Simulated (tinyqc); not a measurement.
Pariser-Parr-Pople SCF with singles CI, for the molecule C=CC=CC=C (SMILES; centres numbered as the heavy atoms are written), step by step. Computed by tinyqc, a small Python program that keeps every step. Settings: charge = 0, gamma = MN, start = huckel, damping = 0, iteration cap = 90, excitations kept = 4. Command: `OMP_NUM_THREADS=1 python tinyqc.py 30775 30776 out.jsonl` (the two numbers bound the seeds that draw the settings). One thread of a shared host (Intel(R) Xeon(R) Processor @ 2.60GHz), about 0.01 s of CPU time with the checks. Later iterations appear only in the table of the cycle.

## PPP integrals

Centres (angstrom, eV; a flat drawing with bonds scaled to 1.40 angstrom):
```
centre          x          y  core charge z          W   gamma_rr
1C      -3.045000  -0.196000              1  11.160000  11.130000
2C      -1.799000   0.442000              1  11.160000  11.130000
3C      -0.623000  -0.319000              1  11.160000  11.130000
4C       0.623000   0.319000              1  11.160000  11.130000
5C       1.799000  -0.442000              1  11.160000  11.130000
6C       3.045000   0.196000              1  11.160000  11.130000
```

Resonance integrals (eV):
```
i  j       beta
1  2  -2.480000
2  3  -2.480000
3  4  -2.480000
4  5  -2.480000
5  6  -2.480000
```

Mataga-Nishimoto: gamma = 14.399645/(R + a), a = 2 x 14.399645/(gamma_rr + gamma_ss); H_rr = -W_r - sum_(s != r) z_s gamma_rs; H_rs = beta for bonds.

repulsion gamma_rs (eV), order 1C, 2C, 3C, 4C, 5C, 6C:
$$\begin{pmatrix}
11.130000 & 5.345851 & 3.872028 & 2.881228 & 2.343688 & 1.946853 \\
5.345851 & 11.130000 & 5.344054 & 3.872028 & 2.880636 & 2.343688 \\
3.872028 & 5.344054 & 11.130000 & 5.345851 & 3.872028 & 2.881228 \\
2.881228 & 3.872028 & 5.345851 & 11.130000 & 5.344054 & 3.872028 \\
2.343688 & 2.880636 & 3.872028 & 5.344054 & 11.130000 & 5.345851 \\
1.946853 & 2.343688 & 2.881228 & 3.872028 & 5.345851 & 11.130000
\end{pmatrix}$$

core matrix H (eV), order 1C, 2C, 3C, 4C, 5C, 6C:
$$\begin{pmatrix}
-27.549647 & -2.480000 & 0.000000 & 0.000000 & 0.000000 & 0.000000 \\
-2.480000 & -30.946256 & -2.480000 & 0.000000 & 0.000000 & 0.000000 \\
0.000000 & -2.480000 & -32.475188 & -2.480000 & 0.000000 & 0.000000 \\
0.000000 & 0.000000 & -2.480000 & -32.475188 & -2.480000 & 0.000000 \\
0.000000 & 0.000000 & 0.000000 & -2.480000 & -30.946256 & -2.480000 \\
0.000000 & 0.000000 & 0.000000 & 0.000000 & -2.480000 & -27.549647
\end{pmatrix}$$

## Starting guess

pi electrons, sum of z_r less the charge = 6

Orbitals of the Hueckel matrix of the beta values.

P at the start, order 1C, 2C, 3C, 4C, 5C, 6C:
$$\begin{pmatrix}
1.000000 & 0.871119 & 0.000000 & -0.387685 & 0.000000 & 0.301417 \\
0.871119 & 1.000000 & 0.483435 & 0.000000 & -0.086268 & 0.000000 \\
0.000000 & 0.483435 & 1.000000 & 0.784851 & 0.000000 & -0.387685 \\
-0.387685 & 0.000000 & 0.784851 & 1.000000 & 0.483435 & 0.000000 \\
0.000000 & -0.086268 & 0.000000 & 0.483435 & 1.000000 & 0.871119 \\
0.301417 & 0.000000 & -0.387685 & 0.000000 & 0.871119 & 1.000000
\end{pmatrix}$$

## Iteration 1: Fock matrix

F_rr = H_rr + P_rr gamma_rr / 2 + sum_(s != r) P_ss gamma_rs; F_rs = H_rs - P_rs gamma_rs / 2; E = tr P (H + F) / 2 + core repulsion sum_(r<s) z_r z_s gamma_rs.

F (eV), order 1C, 2C, 3C, 4C, 5C, 6C:
$$\begin{pmatrix}
-5.595000 & -4.808437 & 0.000000 & 0.558504 & 0.000000 & -0.293407 \\
-4.808437 & -5.595000 & -3.771750 & 0.000000 & 0.124253 & 0.000000 \\
0.000000 & -3.771750 & -5.595000 & -4.577849 & 0.000000 & 0.558504 \\
0.558504 & 0.000000 & -4.577849 & -5.595000 & -3.771750 & 0.000000 \\
0.000000 & 0.124253 & 0.000000 & -3.771750 & -5.595000 & -4.808437 \\
-0.293407 & 0.000000 & 0.558504 & 0.000000 & -4.808437 & -5.595000
\end{pmatrix}$$

pi energy = -75.079387 eV

## Iteration 1: orbitals and new P

Diagonalise F (the basis is taken as orthonormal) and form P = 2 sum c c over the lowest orbitals.

orbital energies (eV): [-12.951221, -11.307467, -8.698248, -2.491752, 0.117467, 1.761221]

P after iteration 1, order 1C, 2C, 3C, 4C, 5C, 6C:
$$\begin{pmatrix}
1.000000 & 0.895529 & 0.000000 & -0.369018 & 0.000000 & 0.248703 \\
0.895529 & 1.000000 & 0.439862 & 0.000000 & -0.067451 & 0.000000 \\
0.000000 & 0.439862 & 1.000000 & 0.818747 & 0.000000 & -0.369018 \\
-0.369018 & 0.000000 & 0.818747 & 1.000000 & 0.439862 & 0.000000 \\
0.000000 & -0.067451 & 0.000000 & 0.439862 & 1.000000 & 0.895529 \\
0.248703 & 0.000000 & -0.369018 & 0.000000 & 0.895529 & 1.000000
\end{pmatrix}$$

## Iteration 2: Fock matrix

As before.

F (eV), order 1C, 2C, 3C, 4C, 5C, 6C:
$$\begin{pmatrix}
-5.595000 & -4.873682 & 0.000000 & 0.531613 & 0.000000 & -0.242094 \\
-4.873682 & -5.595000 & -3.655322 & 0.000000 & 0.097151 & 0.000000 \\
0.000000 & -3.655322 & -5.595000 & -4.668451 & 0.000000 & 0.531613 \\
0.531613 & 0.000000 & -4.668451 & -5.595000 & -3.655322 & 0.000000 \\
0.000000 & 0.097151 & 0.000000 & -3.655322 & -5.595000 & -4.873682 \\
-0.242094 & 0.000000 & 0.531613 & 0.000000 & -4.873682 & -5.595000
\end{pmatrix}$$

pi energy = -75.145144 eV

## Iteration 2: orbitals and new P

As before.

orbital energies (eV): [-12.942889, -11.303683, -8.769188, -2.420812, 0.113683, 1.752889]

P after iteration 2, order 1C, 2C, 3C, 4C, 5C, 6C:
$$\begin{pmatrix}
1.000000 & 0.905641 & 0.000000 & -0.358649 & 0.000000 & 0.226241 \\
0.905641 & 1.000000 & 0.419778 & 0.000000 & -0.060001 & 0.000000 \\
0.000000 & 0.419778 & 1.000000 & 0.833761 & 0.000000 & -0.358649 \\
-0.358649 & 0.000000 & 0.833761 & 1.000000 & 0.419778 & 0.000000 \\
0.000000 & -0.060001 & 0.000000 & 0.419778 & 1.000000 & 0.905641 \\
0.226241 & 0.000000 & -0.358649 & 0.000000 & 0.905641 & 1.000000
\end{pmatrix}$$

## Convergence

Stop when output and input P, before any damping, agree to 1e-7.

Course of the cycle:
```
iteration        E (eV)  largest |P(out) - P(in)|
1          -75.07938656                  5.27e-02
2          -75.14514382                  2.25e-02
3          -75.15862583                  9.69e-03
4          -75.16133704                  4.23e-03
5          -75.16187714                  1.86e-03
6          -75.16198425                  8.24e-04
7          -75.16200545                  3.65e-04
8          -75.16200964                  1.62e-04
9          -75.16201046                  7.20e-05
10         -75.16201063                  3.20e-05
11         -75.16201066                  1.42e-05
12         -75.16201067                  6.32e-06
13         -75.16201067                  2.81e-06
14         -75.16201067                  1.25e-06
15         -75.16201067                  5.55e-07
16         -75.16201067                  2.46e-07
17         -75.16201067                  1.10e-07
18         -75.16201067                  4.87e-08
```

Converged in 18 iterations.

## Converged orbitals

Charges are z - P_rr.

orbital energies (eV): [-12.933595, -11.296605, -8.823211, -2.366789, 0.106605, 1.743595]

coefficients, order 1C, 2C, 3C, 4C, 5C, 6C:
$$\begin{pmatrix}
0.248360 & 0.444699 & 0.490469 & 0.490469 & -0.444699 & 0.248360 \\
0.412989 & 0.513492 & 0.256447 & -0.256447 & 0.513492 & -0.412989 \\
0.517452 & 0.196388 & -0.440085 & -0.440085 & -0.196388 & 0.517452 \\
0.517452 & -0.196388 & -0.440085 & 0.440085 & -0.196388 & -0.517452 \\
0.412989 & -0.513492 & 0.256447 & 0.256447 & 0.513492 & 0.412989 \\
0.248360 & -0.444699 & 0.490469 & -0.490469 & -0.444699 & -0.248360
\end{pmatrix}$$

pi charges: 1C 0.000000, 2C 0.000000, 3C 0.000000, 4C 0.000000, 5C 0.000000, 6C 0.000000

## Singles CI, singlets

Over the 4 single excitations with the smallest orbital gaps: A = (e_a - e_i) delta + 2 (ia|jb) - (ij|ab), with (pq|rs) = sum c_mp c_mq gamma_mn c_nr c_ns. f = 2/3 w |mu|^2 in atomic units, mu = sqrt2 sum c_ia sum_m c_mi c_ma R_m.

singlet CI matrix (eV), order 3>4, 2>4, 3>5, 3>6:
$$\begin{pmatrix}
4.346604 & 0.000000 & 0.000000 & 0.023375 \\
0.000000 & 6.153733 & -0.556883 & 0.000000 \\
0.000000 & -0.556883 & 6.153733 & 0.000000 \\
0.023375 & 0.000000 & 0.000000 & 7.366733
\end{pmatrix}$$

singlet excitation energies (eV): [4.346423, 5.596850, 6.710616, 7.366914]

oscillator strengths: [1.699289, 0.000000, 0.000000, 0.010079]

## Singles CI, triplets

Over the 4 single excitations with the smallest orbital gaps: A = (e_a - e_i) delta - (ij|ab), with (pq|rs) = sum c_mp c_mq gamma_mn c_nr c_ns.

triplet CI matrix (eV), order 3>4, 2>4, 3>5, 3>6:
$$\begin{pmatrix}
1.371021 & 0.000000 & 0.000000 & 0.295935 \\
0.000000 & 4.147424 & 1.449427 & 0.000000 \\
0.000000 & 1.449427 & 4.147424 & 0.000000 \\
0.295935 & 0.000000 & 0.000000 & 5.497444
\end{pmatrix}$$

triplet excitation energies (eV): [1.349906, 2.697997, 5.518560, 5.596850]
